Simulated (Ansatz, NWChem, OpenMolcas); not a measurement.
# A ladder of methods for CS (carbon monosulfide)

The species is CS (2 atoms), meant as a singlet with charge 0. As SMILES, `[C-]#[S+]`. The bond length is the measured one.

```xyz
2

C     0.0000    0.0000    0.0000
S     0.0000    0.0000    1.5349
```

Quantity: the vertical energy of the triplet above the singlet, in eV. The values are calculated.

| level | kind | program | value (eV) | CPU time (all runs) |
| --- | --- | --- | --- | --- |
| HF/cc-pVTZ | Hartree–Fock | Ansatz | 2.25 | 2 s |
| revPBE/cc-pVTZ | GGA | OpenMolcas | 3.27 | 21 s |
| BHLYP/cc-pVTZ | global hybrid | NWChem | 3.22 | 45 s |
| HSE06/cc-pVTZ | range-separated hybrid | Ansatz | 3.19 | 7.3 s |
| B2PLYP/cc-pVTZ | double hybrid | Ansatz | 3.47 | 6.5 s |
| MP2/cc-pVTZ | perturbation theory | Ansatz | 4.01 | 3.5 s |
| SC-NEVPT2(10,8)/cc-pVTZ | multireference | OpenMolcas | 3.57 | 8.4 s |
| CCSD(T)/cc-pVTZ | coupled cluster or CI | Ansatz | 3.51 | 7.3 s |
| CR-CCSD(T)/cc-pVTZ | coupled cluster or CI | NWChem | 3.48 | 2.8 min |
| FCI/STO-3G | exact in the basis | Ansatz | 3.49 | 0.4 s |

The values span 2.25 to 4.01 eV. Spin contamination of the reference (⟨S²⟩ at least 0.1 too high) touches HF/cc-pVTZ, MP2/cc-pVTZ, CCSD(T)/cc-pVTZ, CR-CCSD(T)/cc-pVTZ. The coupled-cluster rows rest on a doubtful reference here (large T1 or Brueckner and Hartree–Fock orbitals at odds), and rows may lie in different states. High-level rows in very small sets aren't better than simpler rows in larger ones. CPU times are rough (shared hosts, several kinds of processor): they show what a rung costs within a factor of a few.
